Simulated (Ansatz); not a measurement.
Reaction (SMILES): CCl (CH3-Cl) → [CH2]Cl (CH2-Cl) + H atom
B3LYP-D3(BJ)/def2-TZVP geometries, fixed; electronic energies without zero-point terms.

The bond dissociation energy at MP2 with Ansatz (an electronic-structure program), in kcal/mol, split into its Hartree-Fock and correlation parts. Cores are frozen. Open shells are unrestricted. No added dispersion term, no relativity. Functions are those of the species that has most.

| basis | X | functions | Hartree-Fock | MP2 |
|---|---|---|---|---|
| cc-pV(D+d)Z | 2 | 52 | 82.59 | 101.57 |
| cc-pV(T+d)Z | 3 | 111 | 82.97 | 105.54 |
| cc-pV(Q+d)Z | 4 | 209 | 82.90 | 106.61 |
| cc-pV(5+d)Z | 5 | 356 | 82.89 | 106.92 |

Worked estimate of the basis-set limit from each neighbouring pair, with Hartree-Fock from the larger set and the correlation part extrapolated as X^-3.
Correlation parts: X = 2: 18.98, X = 3: 22.57, X = 4: 23.71, X = 5: 24.03.
- (2,3): (27·(22.57) - 8·(18.98))/19 = 24.08; with Hartree-Fock 82.97 the estimate is 107.05 kcal/mol.
- (3,4): (64·(23.71) - 27·(22.57))/37 = 24.54; with Hartree-Fock 82.90 the estimate is 107.44 kcal/mol.
- (4,5): (125·(24.03) - 64·(23.71))/61 = 24.37; with Hartree-Fock 82.89 the estimate is 107.26 kcal/mol.
The last two estimates differ by 0.19 kcal/mol; the largest set lies 0.34 from the last. Over the last step Hartree-Fock moves by -0.01 and the correlation part by 0.32.
